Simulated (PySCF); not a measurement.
**Vibration and rotation of LiAl**

PBE0 constants of LiAl, ¹Σ⁺ (singlet), closed shell (basis Li def2-TZVP, Al def2-TZVP; no relativity; PySCF 2.14; masses 7.0160 and 26.9815 u):

| Quantity | Value |
| --- | --- |
| ωe | 306.9 cm⁻¹ |
| ωexe | 1.79 cm⁻¹ |
| Be | 0.36051 cm⁻¹ |
| αe | 0.00355 cm⁻¹ |
| D (centrifugal) | 1.99e-06 cm⁻¹ |
| De to Li + Al | 0.86 eV |

Question: Estimate the standard entropy (1 bar) and heat capacity of the ideal gas at 1000 K, rigid rotor with B0 and harmonic oscillator at the fundamental.

Answer: Translation (Sackur–Tetrode, M = 34.00 u): 178.0 J/(mol K). Rotation: q = kT/(σB0) = 1940 with σ = 1, 71.2. Vibration: x = hcν0/kT = 0.436, 15.27. S° = 264.5 J/(mol K); Cp = 7R/2 + 8.18 = 37.3 J/(mol K).

Closed-shell solutions of metal pairs were not tested for spin polarisation, which can lower them a little.
